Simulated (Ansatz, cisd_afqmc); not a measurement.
Reaction: CH3 (SMILES [CH3], doublet) → CH3- (SMILES [CH3-]) (an electron is taken up)
Each species at its own B3LYP-D3(BJ)/def2-TZVP minimum (Ansatz, an electronic-structure program).

Wanted: adiabatic electron affinity (electronic), positive where energy is released, in eV. UHF or UKS for unpaired electrons; spin-orbit terms are left out. Correlated methods leave the cores frozen. Rows without X2C or -DK are non-relativistic. AFQMC/CISD: phaseless, guided by CISD from CCSD amplitudes; bars are statistical, one sigma. Outlying blocks are dropped, and bars are widened where a walk drifts. Over all cases where full CI ran beside it in this data, AFQMC minus full CI had a median of +0.1 mEh and passed +0.4 mEh in a tenth of the cases. CBS(X,Y): correlation extrapolated as X^-3, Hartree-Fock from the larger set. A bracket is a step between two methods taken in the basis named. The functionals are non-relativistic, so their misses hold any scalar relativity. 'core' is core correlation in cc-pwCVTZ, 'X2C' scalar relativity in cc-pVTZ-DK, both at CCSD(T). def2-TZVPD holds few diffuse functions, which lowers the functionals' binding of the extra electron.

```json
[
 {"level": "HF/aug-cc-pVDZ", "program": "Ansatz", "adiabatic electron affinity (eV)": "-1.49", "difference against the last row": "-1.50"},
 {"level": "r2SCAN/def2-TZVPD", "program": "Ansatz", "adiabatic electron affinity (eV)": "-0.34", "difference against the last row": "-0.35"},
 {"level": "B3LYP/def2-TZVPD", "program": "Ansatz", "adiabatic electron affinity (eV)": "-0.11", "difference against the last row": "-0.12"},
 {"level": "MP2/aug-cc-pVQZ", "program": "Ansatz", "adiabatic electron affinity (eV)": "0.06", "difference against the last row": "0.05"},
 {"level": "CCSDT(Q)/aug-cc-pVTZ", "program": "Ansatz", "adiabatic electron affinity (eV)": "-0.02", "difference against the last row": "-0.03"},
 {"level": "CCSDTQ/aug-cc-pVDZ", "program": "Ansatz", "adiabatic electron affinity (eV)": "-0.09", "difference against the last row": "-0.10"},
 {"level": "AFQMC/CISD/aug-cc-pVDZ", "program": "cisd_afqmc", "adiabatic electron affinity (eV)": "-0.09 ± 0.01", "difference against the last row": "-0.10"},
 {"level": "AFQMC/CISD/aug-cc-pVTZ", "program": "cisd_afqmc", "adiabatic electron affinity (eV)": "-0.04 ± 0.02", "difference against the last row": "-0.05"},
 {"level": "CCSD(T)/CBS(aug-cc-pVTZ,aug-cc-pVQZ) + [AFQMC/CISD - CCSD(T)]/aug-cc-pVTZ + core + X2C", "program": "Ansatz + cisd_afqmc", "adiabatic electron affinity (eV)": "0.00 ± 0.02", "difference against the last row": "-0.01"},
 {"level": "CCSD(T)/CBS(aug-cc-pVTZ,aug-cc-pVQZ) + [CCSDT(Q) - CCSD(T)]/aug-cc-pVTZ + core + X2C", "program": "Ansatz", "adiabatic electron affinity (eV)": "0.01", "difference against the last row": "0.00"},
 {"level": "CCSD(T)/CBS(aug-cc-pVTZ,aug-cc-pVQZ) + [CCSDT(Q) - CCSD(T)]/aug-cc-pVTZ + [CCSDTQ - CCSDT(Q)]/aug-cc-pVDZ + core + X2C", "program": "Ansatz", "adiabatic electron affinity (eV)": "0.01", "difference against the last row": "0.00"}
]
```
